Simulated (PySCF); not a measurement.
Fill in the blanks.

Compound: C4H5N.
Numbering: `[CH2:1]=[CH:2][C:3]1=[N:4][CH2:5]1` (hydrogens: H6, H7 on C1; H8 on C2; H9, H10 on C5)

Conformer (atom-mapped SMILES and torsion angles): `[CH2:1]=[CH:2][C:3]1=[N:4][CH2:5]1`: C1–C2–C3–N4 180°.

```json
{"property": "point group", "level": "PBE0-D3(BJ)/def2-SVP", "value": "?"}
{"property": "rotational constants A, B, C", "level": "PBE0-D3(BJ)/def2-SVP", "value": "16.618, 3.615, 3.031 GHz"}
{"property": "dipole moment", "level": "PBE0/def2-SVPD", "value": "2.96 D"}
{"property": "HOMO energy", "level": "PBE0/def2-SVPD", "value": "?"}
{"property": "LUMO energy", "level": "PBE0/def2-SVPD", "value": "-1.72 eV"}
{"property": "lowest singlet excitation", "level": "TDDFT PBE0/def2-SVPD", "value": "4.44 eV (279 nm, f = 0.000)"}
{"property": "strongest line among the 10 lowest singlet transitions", "level": "TDDFT PBE0/def2-SVPD", "value": "?"}
{"property": "lowest triplet excitation (Tamm–Dancoff)", "level": "TDA PBE0/def2-SVPD", "value": "3.23 eV"}
{"property": "static isotropic polarisability", "level": "PBE0/def2-SVPD", "value": "55.4 au"}
{"property": "vertical ionisation energy", "level": "ΔSCF PBE0/def2-SVPD", "value": "?"}
{"property": "electronic spatial extent ⟨r²⟩ about the centre of nuclear charge", "level": "PBE0/def2-SVPD", "value": "421 bohr²"}
{"property": "13C chemical shifts (computed TMS as zero) by class", "level": "GIAO HF/pcSseg-2", "value": "183.1 (C3), 144.4 (C1), 131.9 (C2), 17.4 (C5) ppm"}
{"property": "1H chemical shifts (computed TMS as zero) by class", "level": "GIAO HF/pcSseg-2", "value": "7.22 (H8), 6.55 (H7), 6.40 (H6), 1.62 (H9/H10) ppm"}
{"property": "isotropic shieldings of nuclei other than C and H, by class", "level": "GIAO HF/pcSseg-2", "value": "-70 (N4) ppm"}
{"property": "largest of the computed one-bond spin–spin couplings (means over like bonds)", "level": "B3LYP/pcJ-1, spin–dipole term left out for some pairs", "value": "13C–1H +185.9 (C5–H9 and 1 like it), 13C–1H +172.0 (C2–H8), 13C–1H +171.9 (C1–H7), 13C–1H +169.9 (C1–H6), 13C–13C +82.2 (C2–C3), 13C–13C +77.3 (C1–C2), 13C–13C +33.6 (C3–C5), 15N–13C +13.3 (N4–C5) Hz"}
```

The electronic properties come from PySCF, for the isolated species, density fitting.

Q: What is the point group?

A: Cs.

Q: What is the HOMO energy?

A: -7.75 eV.

Q: What is the vertical ionisation energy?

A: 9.78 eV.

Q: What is the strongest line among the 10 lowest singlet transitions?

A: S2 at 5.63 eV (220 nm, f = 0.302).

The ΔSCF ionisation energy exceeds −ε(HOMO) by 2.03 eV with PBE0. The largest Löwdin shares of the HOMO are 0.29 on N4, 0.20 on C1, 0.15 on C2 and 0.12 on C3. With B = h/(8π²I), that is 505.379 GHz u Å² over I, the principal moments of inertia are 30.4, 139.8 and 166.7 u Å² (most abundant isotopes). The largest Löwdin shares of the LUMO are 0.31 on C1, 0.22 on N4, 0.19 on C2 and 0.16 on C3. The polarisability is 8.21 Å³ as a volume (1 au = 0.148185 Å³), or 1.54 au for each of the 36 electrons. In wavenumbers S1 is 35800 cm⁻¹ (1 eV = 8065.54 cm⁻¹).

For the geometry optimisation (PBE0-D3(BJ)/def2-SVP), hardware: one thread, x86-64 server, on a shared host. Cost: 11 s.

One conformer stands for the species.
